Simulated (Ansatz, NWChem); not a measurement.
**CHCl3 (chloroform): the vertical energy of the triplet above the singlet from total energies**

The species is CHCl3 (5 atoms), meant as a singlet with charge 0. SMILES: `ClC(Cl)Cl`. The shape is that of a PBE0-D4/def2-TZVP optimisation.

Both states at this one shape; open shells run unrestricted unless said. 1 Eh = 27.2114 eV.

| level | program | singlet CHCl3 (Eh) | triplet CHCl3 (Eh) |
| --- | --- | --- | --- |
| r2SCAN/6-311+G** | NWChem | -1419.218817 | -1419.008427 |
| RPA@PBE/6-311+G**, 16 core orbitals frozen | Ansatz | -1417.823364 | -1417.607133 |
| MP2/6-311+G**, 16 core orbitals frozen | Ansatz | -1417.527226 | -1417.276457 |

**Question.** Work out the vertical gap, second state less first, at each level.

**Answer.** 
1. r2SCAN/6-311+G**: -1419.008427 − (-1419.218817) = 0.210390 Eh = 5.73 eV.
2. RPA@PBE/6-311+G**: -1417.607133 − (-1417.823364) = 0.216231 Eh = 5.88 eV.
3. MP2/6-311+G**: -1417.276457 − (-1417.527226) = 0.250769 Eh = 6.82 eV.

No measured value is set beside it here; the levels span 5.73 to 6.82 eV.
